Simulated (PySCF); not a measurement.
Reading a saddle point

A first-order saddle point of SiH₅F, closed shell, PBE0-D4/def2-TZVP, with one imaginary mode of 1132i cm⁻¹:

| atom | x (Å) | y (Å) | z (Å) |
| --- | --- | --- | --- |
| Si1 | -0.4070 | -0.2136 | -0.0614 |
| F2 | 1.4127 | -0.4277 | 0.5698 |
| H3 | -0.1677 | -1.2832 | -1.0512 |
| H4 | -1.5262 | 0.5867 | -0.6526 |
| H5 | -0.8942 | -0.5726 | 1.2857 |
| H6 | 1.1340 | 0.6705 | 0.1482 |
| H7 | 0.4484 | 1.2397 | -0.2385 |

Program: PySCF 2.14 with density fitting (its default auxiliary sets; JK sets also for MP2 and CCSD(T)). Basis: def2-TZVPP and def2-QZVPP. Cores are frozen in the correlated methods. Extrapolation: Hartree–Fock as exp(−7.88 √X), correlation as X^−2.97.

Which contacts change along the imaginary mode, and what lies on either side? (A judgement: the text doesn't fix the answer.)

By the calculation: The step is SiH₃F ([F][SiH3]) + H₂ → SiH₄ + HF, with the molecules in contact on both sides. Shortening one way: Si1–H7, F2–H6; lengthening the same way: Si1–F2, H6–H7.
```
  pair  one side (Å)  saddle (Å)  other side (Å)
Si1–H7          4.07        1.70            1.49
 F2–H6          2.72        1.21            0.93
Si1–F2          1.60        1.94            3.52
 H6–H7          0.75        0.97            1.79
```

Which side is lower, and how far does the saddle lie above each? (To be estimated.)

Computed: The side with Si1–F2, H6–H7 short is lower by 24.25 kcal/mol; the saddle lies 59.63 kcal/mol above it and 35.38 kcal/mol above the other (CCSD(T) at an estimated basis limit (MP2 extrapolated from triple and quadruple zeta, plus CCSD(T) − MP2 in triple zeta); electronic energies).

No T1 diagnostic of these runs exceeds 0.014.

Labels in which every atom is bracketed show which atoms are joined, not bond orders.

For scale, one of the runs: CCSD(T)/def2-TZVPP, 143 basis functions, launched by `OMP_NUM_THREADS=4 python run.py`. Hardware: 4 CPU threads of an INTEL XEON PLATINUM 8581C, shared host. Wall time 38 s; peak host memory 0.79 GiB.
